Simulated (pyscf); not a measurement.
PySCF, gas phase, ωB97X-D3(BJ)/def2-SVP geometries.

Question: Estimate by transition-state theory the rate constant of HCl + H₃Si–Ta(Cl)(Cl)(Cl)–Cl -> Cl–Ta(Cl)(Cl)(Cl)–Cl + SiH₄ (singlet surface; Cl–H, Si–Ta broken, Cl–Ta, H–Si formed) at 298 K, with ωB97M-D3(BJ)/def2-TZVP energies (ideal gas, 1 atm, RRHO with modes under 100 cm⁻¹ raised to 100, one conformer, R ln 2 for chiral ones without a mode under 150 cm⁻¹; no tunnelling).

Answer: The electronic barrier is 8.8 kcal/mol and the thermal terms add +10.0, so ΔG‡ = 18.7 kcal/mol. With k_BT/h = 6.21e+12 s⁻¹ and RT = 0.592 kcal/mol, and a volume of 4.06e-20 cm³ per molecule at 1 atm, k = 4.6e-21 cm³ molecule⁻¹ s⁻¹. Wigner's tunnelling factor for 297i cm⁻¹ would be 1.09. A shift of 1 kcal/mol in the barrier changes k by a factor 5.4. On the reactant side the descent ends in an adduct with a Cl–Ta contact, 4.6 kcal/mol under the separated species and 8.7 kcal/mol under the saddle at ωB97X-D3(BJ)/def2-TZVP. On the product side the descent ends in an adduct with a H–Ta contact, 5.2 kcal/mol under the separated species and 35.8 kcal/mol under the saddle at ωB97X-D3(BJ)/def2-TZVP. What is counted as formed (Cl–Ta) is already present as a longer contact in the reactant adduct; forming that adduct is a step of its own. At ωB97X-D3(BJ) the barrier from the zero used here is 4.2 kcal/mol. One saddle was located; it need not be the lowest between these sides. Elements past Kr carry the def2 core potentials, without spin-orbit coupling.
